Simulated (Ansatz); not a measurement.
C$_{4}$H$_{9}$FO, SMILES `COCCCF`. The species carries charge 0 and has multiplicity 1.

Cartesian coordinates in Å:
```
C 0.906 -1.798 -1.194
O 0.581 -0.487 -0.827
C 0.308 -0.365 0.545
C -0.024 1.075 0.858
C -1.257 1.546 0.128
F -1.551 2.849 0.495
H 1.801 -2.154 -0.665
H 1.105 -1.802 -2.266
H 0.081 -2.493 -0.982
H -0.532 -1.023 0.821
H 1.178 -0.688 1.136
H -0.185 1.175 1.935
H 0.824 1.712 0.590
H -2.125 0.927 0.380
H -1.110 1.527 -0.954
```

Task: List the harmonic frequencies (cm⁻¹, unscaled) at PBE0-D4/def2-TZVP in Ansatz. (Best estimate.)

Result: Ansatz gave: 83, 94, 116, 222, 263, 316, 360, 566, 783, 908, 924, 1066, 1085, 1117, 1149, 1182, 1190, 1222, 1251, 1278, 1317, 1347, 1415, 1429, 1473, 1476, 1480, 1496, 1513, 1517, 2966, 2990, 3004, 3039, 3048, 3065, 3103, 3127, 3139.

Task: Is this a minimum?

Result: Yes, all 39 modes are real.

Task: Give the ideal-gas thermochemistry at 298.15 K and 1 bar (rigid rotor, harmonic oscillator; point group C1, symmetry number 1).

Result: Zero-point energy 341.7 kJ/mol; H(298) − E = 363.6 kJ/mol; entropy 354.8 J/(mol·K), of which translation 165.3, rotation 113.4, vibration 76.1; G(298) − E = 257.8 kJ/mol. Modes under 100 cm⁻¹ are hindered rotations or soft bends, so the harmonic entropy is rough.

Task: And at 400, 500, 600, 800 and 1000 K?

Result: 
| T (K) | H − E (kJ/mol) | S (J/mol/K) | G − E (kJ/mol) |
| --- | --- | --- | --- |
| 400 | 376.2 | 391.1 | 219.8 |
| 500 | 391.5 | 425.2 | 179.0 |
| 600 | 409.5 | 457.8 | 134.8 |
| 800 | 451.7 | 518.2 | 37.1 |
| 1000 | 500.4 | 572.5 | -72.1 |

Task: Rotational constants (cm⁻¹)?

Result: 0.3724, 0.04781, 0.04483.
